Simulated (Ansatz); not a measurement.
Geometry optimisation, RKS r2SCANh/6-31G* (Ansatz).

The input (input.yaml):

```yaml
crystal:
  periodic: [false, false, false]
  atoms:
    - { symbol: B, position_ang: [0.064691, -0.298398, -1.065219] }
    - { symbol: O, position_ang: [0.637833, 0.212216, 1.427733] }
    - { symbol: H, position_ang: [0.631179, -0.721954, 1.685768] }
    - { symbol: H, position_ang: [1.415636, 0.256324, 0.821118] }
    - { symbol: C, position_ang: [-1.449033, 0.01515, -0.936989] }
    - { symbol: H, position_ang: [-1.952244, -0.7783, -0.361005] }
    - { symbol: H, position_ang: [-1.605534, 0.963258, -0.403887] }
    - { symbol: H, position_ang: [-1.919627, 0.070304, -1.93162] }
basis:
  gaussian: { orbitals: "6-31G*" }
hamiltonian:
  xc: r2scanh
relax:
  f_tol: 0.03
  max_steps: 50
```

Run as:

```bash
$ ansatz run input.yaml --threads 1 --pin off --max-ram 2048MiB --backend cpu --events-out ev --progress --plain --runs-dir out
```

Question: Where does it end, and by what steps?

Answer: The forces met the threshold. After 6 steps the energy has fallen by 0.038 eV; H4 moved furthest, 0.27 Å.

```json
{"step": "0", "energy less start (eV)": "0.0000", "largest force component (eV/Å)": "0.678", "accepted": "yes"}
{"step": "1", "energy less start (eV)": "-0.0254", "largest force component (eV/Å)": "0.514", "accepted": "yes"}
{"step": "2", "energy less start (eV)": "-0.0275", "largest force component (eV/Å)": "0.649", "accepted": "yes"}
{"step": "3", "energy less start (eV)": "-0.0329", "largest force component (eV/Å)": "0.590", "accepted": "yes"}
{"step": "4", "energy less start (eV)": "-0.0199", "largest force component (eV/Å)": "0.337", "accepted": "no"}
{"step": "5", "energy less start (eV)": "-0.0367", "largest force component (eV/Å)": "0.214", "accepted": "yes"}
{"step": "6", "energy less start (eV)": "-0.0379", "largest force component (eV/Å)": "0.014", "accepted": "yes"}
```

```xyz
8
Properties=species:S:1:pos:R:3
B 0.117 -0.174 -0.971
O 0.631 0.199 1.393
H 0.614 -0.707 1.734
H 1.256 0.133 0.636
C -1.415 0.029 -0.912
H -1.878 -0.774 -0.321
H -1.641 0.979 -0.410
H -1.862 0.033 -1.914
```

Time of the run: 16 s on 1 thread of Arm Neoverse V2, on a shared host, peak memory 0.14 GiB.
